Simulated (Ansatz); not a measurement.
# Worked example: a bond strength in CH4FSi (SMILES [CH2][SiH2]F)

CH4FSi has 7 atoms, charge 0, and is taken as a doublet. As SMILES, `[CH2][SiH2]F`. The shape was relaxed beforehand at B3LYP/def2-SVP. This is one conformer, not always the lowest.

```xyz
7

C    -0.8777    0.2853   -0.6195
Si    0.5946   -0.1558    0.3964
F     0.6590   -1.7773    0.5579
H    -1.5466   -0.4694   -1.0488
H    -1.1475    1.3243   -0.8435
H     0.5159    0.4377    1.7626
H     1.8637    0.2873   -0.2507
```

Wanted: the dissociation energy of the H7–Si2 bond into doublet H and singlet CH3FSi (shapes relaxed at B3LYP/def2-SVP, no zero-point term). 1 Eh = 2625.50 kJ/mol = 27.2114 eV. Totals in Eh; open shells run unrestricted unless said.

```
                                    level  program       CH4FSi  doublet H  singlet CH3FSi
                      U-wB97M-V/def2-TZVP   Ansatz  -429.841471  -0.494111     -429.247130
                     UCAM-B3LYP/def2-TZVP   Ansatz  -429.880015  -0.498811     -429.275778
UB2PLYP/def2-TZVP, 7 core orbitals frozen   Ansatz  -429.702382  -0.498613     -429.104259
```

Problem. Work out the dissociation energy at each level.

Solution. 
1. U-wB97M-V/def2-TZVP: (-0.494111) + (-429.247130) − (-429.841471) = 0.100230 Eh = 263.2 kJ/mol = 2.73 eV.
2. UCAM-B3LYP/def2-TZVP: (-0.498811) + (-429.275778) − (-429.880015) = 0.105426 Eh = 276.8 kJ/mol = 2.87 eV.
3. UB2PLYP/def2-TZVP: (-0.498613) + (-429.104259) − (-429.702382) = 0.099510 Eh = 261.3 kJ/mol = 2.71 eV.

The levels span 261 to 277 kJ/mol; no measured value is set beside them. A fragment with an even electron count was run as a singlet and may have a lower triplet. A bond enthalpy at 298 K also holds the loss of zero-point energy and thermal terms.
